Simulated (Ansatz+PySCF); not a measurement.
# doublet C₂H: levels of theory in one basis

```csv
atom,x (Å),y (Å),z (Å)
H,0.0000,0.0000,-1.6772
C,0.0000,0.0000,-0.5148
C,0.0000,0.0000,0.7943
```

Basis set: def2-SVP (spherical functions). Left uncorrelated: 2 orbitals. Correlation on ROHF uses semicanonical orbitals with singles. Charge 0, multiplicity 2.

Computed with Ansatz (development build ahead of 0.2.0); each method stands on the lowest determinant of its kind that the runs found. NEVPT2 correlates all electrons. Active spaces start from the frontier orbitals, and the lowest solution found is given.

```
        method  E − E(ROHF) (eV)  <S²> of the determinant
          ROHF              0.00                     0.75
           UHF             -0.35                     1.55
       UHF-MP2             -5.19                     1.55
     ROHF-CCSD             -6.43                        –
      UHF-CCSD             -6.61                     1.55
  ROHF-CCSD(T)             -6.70                        –
   UHF-CCSD(T)             -6.92                     1.55
  UHF-CCSDT(Q)             -7.04                     1.55
   CASSCF(9,9)             -3.80                        –
SC-NEVPT2(9,9)             -6.50                        –
```

Question: What does ROHF-MP2 give on the same scale?

Answer: -5.72 eV.

The restricted and unrestricted rows may stand on different electronic states: another unrestricted solution lies nearer the restricted one.

Caution for UHF, UHF-MP2, UHF-CCSD, UHF-CCSD(T), UHF-CCSDT(Q): the unrestricted determinant is spin contaminated. Caution for UHF-MP2, UHF-CCSD, UHF-CCSD(T), UHF-CCSDT(Q): a plain start can end on a higher determinant. Caution for UHF-MP2, ROHF-CCSD(T), UHF-CCSD(T): another reference gives a lower total. Caution for CASSCF(9,9): other starts end on other solutions of this active space.
